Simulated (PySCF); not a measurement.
# How good is the calculation?

Atoms are numbered as in `[PH3:1]`; H(Xn) means a hydrogen on atom n.

What is known from experiment: δ 31P P1 -235.0 ppm (measured; E. Pretsch, P. Bühlmann, M. Badertscher, Structure Determination of Organic Compounds, 4th ed., Springer 2009).
σ 1H H(P1) 29.24; σ 31P P1 594.5 ppm (measured; gas; G. L. Stoychev, PhD thesis, Univ. Bonn 2021 (Stoychev, Auer, Izsak, Neese, JCTC 2018, 14, 619)).

[PySCF: coordinates at the GFN2-xTB level; shielding tensors at PBE0/pcSseg-1 (GIAO); non-relativistic; fast rotation and ring inversion assumed for equivalent nuclei; isolated molecule; single conformer]

Set the calculated values beside the experiment.

## Answers


Reference values: measured (E. Pretsch, P. Bühlmann, M. Badertscher, Structure Determination of Organic Compounds, 4th ed., Springer 2009).
```csv
atoms,quantity,reference,computed
P1,δ 31P vs H3PO4,-235.0,-293.0
```

Reference values: measured (gas; G. L. Stoychev, PhD thesis, Univ. Bonn 2021 (Stoychev, Auer, Izsak, Neese, JCTC 2018, 14, 619)).
```
atoms  quantity  reference  computed
H(P1)      σ 1H      29.24     30.25
   P1     σ 31P      594.5     611.4
```

Absolute shieldings are compared as such; zero-point and thermal motion, absent here, lowers them by some tenths of a ppm for H, a few ppm for C and up to about 10 ppm for F.

Computed shifts are σ(ref) − σ with the named reference compound (TMS for H and C) calculated as an isolated molecule at the same level.

3 of the 8 published NMR values on file for this molecule are compared. The rest: values from further sources.
